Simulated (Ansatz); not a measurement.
Geometry optimisation, RKS PBE/def2-SVP in Ansatz 0.2.0.

Input file:

```yaml
crystal:
  periodic: [false, false, false]
  atoms:
    - { symbol: Si, position_ang: [0.606535, 0.220771, 0.621906] }
    - { symbol: F, position_ang: [-0.142293, -1.077572, -1.956627] }
    - { symbol: H, position_ang: [1.141088, -1.145528, 0.981768] }
    - { symbol: H, position_ang: [0.972557, 1.170827, 1.728872] }
    - { symbol: "N", position_ang: [-1.109325, 0.381108, 0.341491] }
    - { symbol: H, position_ang: [0.419291, -0.350278, -1.958912] }
    - { symbol: H, position_ang: [1.318366, 0.634426, -0.579072] }
    - { symbol: H, position_ang: [-1.489899, -0.282013, -0.341205] }
    - { symbol: H, position_ang: [-1.716319, 0.448259, 1.161779] }
basis:
  gaussian: { orbitals: def2-SVP }
hamiltonian:
  xc: pbe
relax:
  f_tol: 0.03
  max_steps: 50
output:
  orbitals: {}
```

Run as:

```bash
$ ansatz run input.yaml --threads 2 --pin off --max-ram 3072MiB --backend cpu --events-out ev --progress --plain --runs-dir out
```

Problem. Where does it end, and by what steps?

Solution. It converged. After 8 steps the energy has fallen by 0.057 eV; H6 moved furthest, 0.13 Å.

| step | energy less start (eV) | largest force component (eV/Å) | accepted |
| --- | --- | --- | --- |
| 0 | 0.0000 | 0.985 | yes |
| 1 | -0.0223 | 0.938 | yes |
| 2 | 0.0903 | 2.139 | no |
| 3 | -0.0411 | 0.655 | yes |
| 4 | -0.0420 | 0.753 | yes |
| 5 | -0.0436 | 0.332 | yes |
| 6 | 0.0916 | 1.248 | no |
| 7 | -0.0568 | 0.036 | yes |
| 8 | -0.0570 | 0.008 | yes |

```xyz
9
Properties=species:S:1:pos:R:3
Si 0.596 0.208 0.645
F -0.162 -1.030 -2.040
H 1.156 -1.138 1.041
H 1.006 1.214 1.683
N -1.113 0.363 0.367
H 0.456 -0.346 -1.831
H 1.293 0.572 -0.657
H -1.491 -0.226 -0.382
H -1.742 0.383 1.174
```

Whether the end is a true minimum wasn't checked by a vibrational analysis.

Time of the run: 11 s on 2 threads of Arm Neoverse V1 (shared host), peak memory 0.14 GiB.
